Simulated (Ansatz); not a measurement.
Saddle point of SiNH7O, closed shell (SiH₄O ([OH][SiH3]) + NH₃ → SiNH₅O ([NH2][SiH2][OH]) + H₂; bonds formed: Si1–N7, H2–H6; bonds broken: Si1–H2, H6–N7), PBE0-D4/def2-TZVP structure:

```xyz
10
angstrom
Si -0.4590 0.5023 0.2944
H 0.5270 -0.9340 1.1100
H -1.1291 1.5277 -0.5682
H -1.5817 -0.0917 1.0574
O 0.7330 1.4658 0.8957
H 0.4317 -1.2201 -0.0279
N 0.0446 -0.7138 -1.0341
H 1.3037 0.9801 1.4985
H -0.6831 -1.1219 -1.6116
H 0.8127 -0.3945 -1.6141
```

Energies are electronic, without zero-point energy. Barriers and step energies count from the start structure reached by relaxing down the imaginary mode; all methods use the PBE0-D4 structures, on which another method's saddle can fall below an end. Computed with Ansatz 0.2.0 (basis: def2-TZVPP, with def2-QZVPP for the basis limit); correlated methods freeze the cores. B3LYP uses VWN-RPA correlation. Extrapolation: Hartree–Fock as exp(−7.88 √X), correlation as X^−2.97.

```
      method  barrier (kcal/mol)  step energy (kcal/mol)
       SPW92               26.89                   -5.66
      PBE-D4               33.84                   -6.65
     BLYP-D4               37.82                   -8.19
   r2SCAN-D4               36.07                   -8.26
      B97M-V                   ?                   -7.33
     PBE0-D4               36.85                   -6.72
    B3LYP-D4               39.99                   -8.05
  r2SCAN0-D4               38.24                   -7.98
    BHLYP-D4               43.85                   -7.97
CAM-B3LYP-D4                   ?                   -8.12
     wB97X-V                   ?                   -7.50
     wB97M-V               40.14                   -7.54
      B2PLYP               41.76                   -8.09
    PBE-QIDH               39.83                   -7.42
  RPA on PBE               42.76                   -6.73
          HF               53.76                   -8.19
         MP2               41.16                   -8.80
        CCSD               44.12                   -7.27
     CCSD(T)               42.18                   -7.43
```

(1) Fill in the withheld barriers. (An estimate is asked for; the value comes from the calculation.)

The T1 diagnostic stays at or below 0.012.

## Answers

(1) Computed: CAM-B3LYP-D4 40.57; wB97X-V 40.87; B97M-V 37.15 kcal/mol. Each is the energy of the saddle less that of the start structure, by the same method.

For comparison, the barrier by CCSD(T) at an estimated basis limit (MP2 extrapolated from triple and quadruple zeta, plus CCSD(T) − MP2 in triple zeta) is 41.66 kcal/mol.

Labels in which every atom is bracketed show which atoms are joined, not bond orders.

For scale, one of the runs: CCSD(T)/def2-TZVPP, 202 basis functions (an equivalent command: `ansatz run in.yaml --threads 2`). Hardware: 2 CPU threads, shared host. Wall time 31 s; peak host memory 2.7 GiB.
